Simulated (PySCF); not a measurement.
# A diatomic session: OF+

One job finds the state of OF+, follows it along the bond with each method and fits the curves.

Program: PySCF 2.14.0. Level of theory: O cc-pVDZ, F cc-pVDZ, no relativity. These are calculated values, not measurements.

**1. The job**

A driver script around PySCF takes these settings:

```yaml
atoms: O, F
charge: 1
basis: O cc-pVDZ, F cc-pVDZ
Hamiltonian: no relativity
basis_functions: 28
electrons_treated: 16
masses_in_u: 15.9949, 18.9984
levels: PBE0, PBE, r²SCAN, BHandHLYP, M06-L, B2PLYP, HSE06, HF, MP2, SCS-MP2, CCSD, CCSD(T)
grid: 80 radial by 434 angular points
occupations: held fixed by the projection of orbital angular momentum
dissociation_limit: O+ + F, each in its ground configuration
starting_distance_in_angstrom: 1.315
values_of_2S_to_try: 0, 2, 4
```

After this run come: The PBE0 curve of the state that the search chose; Higher solutions at PBE0; PBE; r²SCAN (meta-GGA); BHandHLYP; M06-L; B2PLYP (double hybrid); HSE06 (range-separated hybrid); UHF (mean field); Adding correlation.

Before running it: what results should come out? Wanted: for each run, Re; ωe; De; μ.

The runs gave:

Lowest PBE0 solution found, without spin–orbit coupling: ³Σ⁻ (triplet), unpaired electrons π ↑↑. State 2 has its PBE0 minimum 0.59 eV higher, as a spin-mixed determinant (⟨S²⟩ = 1.00), so this is no gap between pure states. The other levels ran on the lowest alone.

```
      level  Re (Å)  ωe (cm⁻¹)  De (eV)  μ (D)
   UHF-CCSD   1.238       1255     2.03    n/a
UHF-CCSD(T)   1.245       1238     2.27    n/a
        PBE   1.247       1310     4.62  -0.70
     r²SCAN   1.234       1355     3.54  -0.83
      M06-L   1.233       1350     3.41  -0.81
       PBE0   1.214       1449     3.39  -0.83
      HSE06   1.215       1440     3.37  -0.84
  BHandHLYP   1.202       1495     2.26  -1.00
     B2PLYP   1.232       1398     3.10  -1.17
```

De is counted to O+ + F in their ground configurations. A positive dipole points from O to F; in an ion it is taken about the centre of mass and does not tell which atom is negative. No constants: UHF (too few points lie around the minimum); UHF-MP2 (the points don't follow one smooth fit); UHF-SCS-MP2 (the points don't follow one smooth fit).

**Reading.** The methods spread over 0.046 Å in bond length, from BHandHLYP to PBE. Of the levels with a De here, UHF-CCSD gives the least (2.03 eV) and PBE the most (4.62 eV).

Correlated steps freeze 2 core orbitals. B2PLYP dipoles, levels and charges come from its SCF part alone. T1 is 0.052 near the minimum (highest on the curve 0.087), which may point to more than one leading configuration.
